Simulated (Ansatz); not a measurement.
Reaction (SMILES): P (PH3) → [PH2-] + H+
B3LYP-D3(BJ)/def2-TZVP geometries, fixed; electronic energies without zero-point terms.
Largest species:
```xyz
4

P      0.0029     0.0016     0.1282
H     -0.0038     1.1839    -0.6561
H      1.0120    -0.6137    -0.6568
H     -1.0521    -0.5944    -0.6098
```
Charge 0, spin multiplicity 1.

How fast the deprotonation energy converges with the basis for several methods (Ansatz, an electronic-structure program): deviation from each method's own reference, in kcal/mol. References: CCSD(T) 372.49 kcal/mol, Hartree-Fock in aug-cc-pV(Q+d)Z plus the correlation part extrapolated as X^-3 from aug-cc-pV(T+d)Z and aug-cc-pV(Q+d)Z; HF 376.48 kcal/mol, the value in aug-pcseg-3; MP2 370.61 kcal/mol, Hartree-Fock in aug-cc-pV(Q+d)Z plus the correlation part extrapolated as X^-3 from aug-cc-pV(T+d)Z and aug-cc-pV(Q+d)Z; PBE 369.63 kcal/mol, the value in aug-pcseg-3; PBE0 372.41 kcal/mol, the value in aug-pcseg-3; r2SCAN 372.41 kcal/mol, the value in aug-pcseg-3. Cartesian d functions, on some or all atoms, in 6-31+G*, 6-311G**; all else is spherical. In correlated methods cores are frozen. No added dispersion term, no relativity. 

| basis | functions | CCSD(T) | HF | MP2 | PBE | PBE0 | r2SCAN |
|---|---|---|---|---|---|---|---|
| 6-31+G* | 29 | 0.82 | ___ | 0.88 | -0.67 | -1.18 | -1.21 |
| cc-pV(D+d)Z | 38 | 20.54 | ___ | 19.57 | 16.18 | 13.69 | 13.36 |
| 6-311G** | 45 | 9.81 | ___ | 8.92 | 1.75 | 0.70 | 0.59 |
| def2-SVPD | 48 | 12.14 | ___ | 11.93 | 10.99 | 9.20 | 9.11 |
| 6-311++G(2d,2p) | 65 | 3.76 | ___ | 3.11 | 0.49 | 0.18 | 0.02 |
| pcseg-2 | 76 | 12.04 | ___ | 11.62 | 5.55 | 4.28 | 4.32 |
| cc-pV(T+d)Z | 81 | 10.29 | ___ | 10.55 | 9.32 | 7.62 | 7.55 |
| cc-pV(Q+d)Z | 154 | 4.62 | ___ | 5.05 | 5.16 | 3.95 | 3.89 |
| def2-QZVPP | 160 | 3.87 | ___ | 4.25 | 4.19 | 3.15 | 3.11 |
| pcseg-3 | 163 | 3.42 | ___ | 3.55 | 2.09 | 1.44 | 1.48 |
| def2-QZVPPD | 175 | 2.98 | ___ | 3.40 | 3.63 | 2.69 | 2.72 |
| aug-pcseg-3 | 236 | 0.69 | ___ | 0.75 | 0.00 | 0.00 | 0.00 |

**Question.** Fill in the missing entries.

**Answer.** 
- 6-31+G*, HF: -2.86
- cc-pV(D+d)Z, HF: 12.27
- 6-311G**, HF: -0.24
- def2-SVPD, HF: 8.51
- 6-311++G(2d,2p), HF: -0.43
- pcseg-2, HF: 3.88
- cc-pV(T+d)Z, HF: 7.18
- cc-pV(Q+d)Z, HF: 3.37
- def2-QZVPP, HF: 2.64
- pcseg-3, HF: 1.08
- def2-QZVPPD, HF: 2.21
- aug-pcseg-3, HF: 0.00

Mean absolute deviation over 6-311G**, 6-311++G(2d,2p), pcseg-2, cc-pV(T+d)Z: HF 2.93, r2SCAN 3.12, PBE0 3.20, PBE 4.28, MP2 8.55, CCSD(T) 8.97 kcal/mol.
